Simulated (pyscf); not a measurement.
H₂B–O–SiH₃ + H₂O -> HO–SiH₃ + H₂B–OH (four-centre exchange; singlet surface; B–O, H–O broken, H–O, B–O formed). Optimised with ωB97X-D3(BJ)/def2-SVP in PySCF. Correlated levels are frozen-core, on RHF or UHF. ΔMP2 is the change of the MP2 total energy from the triple- to the quadruple-zeta basis. Energies in kJ/mol from the separated reactants.

```tsv
level	barrier	reaction energy
ωB97X-D3(BJ)/def2-TZVP	40.3	-3.8
r²SCAN/def2-TZVP	26.3	-8.7
PBE0-D3(BJ)/def2-TZVP	26.3	-7.3
MP2/def2-QZVPP	40.5	-1.7
CCSD/def2-TZVPP	54.0	-3.6
CCSD(T)/def2-TZVPP	?	-3.8
CCSD(T)/def2-TZVPP + ΔMP2(QZVPP)	?	?
```

Complete the blanks.


- CCSD(T)/def2-TZVPP, barrier: 43.2
- CCSD(T)/def2-TZVPP + ΔMP2(QZVPP), barrier: 47.6
- CCSD(T)/def2-TZVPP + ΔMP2(QZVPP), reaction energy: -2.0

On the reactant side the descent ends in an adduct with a B–O contact, 22.3 kJ/mol under the separated species and 62.6 kJ/mol under the saddle at ωB97X-D3(BJ)/def2-TZVP. What is counted as formed (B–O) is already present as a longer contact in the reactant adduct; forming that adduct is a step of its own. The products may also form a dative adduct at H₂B–OH; it and routes through it were not searched. This is the saddle that the search found; another between the same sides may lie lower. The CCSD(T) − MP2 part came from Ansatz, without density fitting, on the same reference.
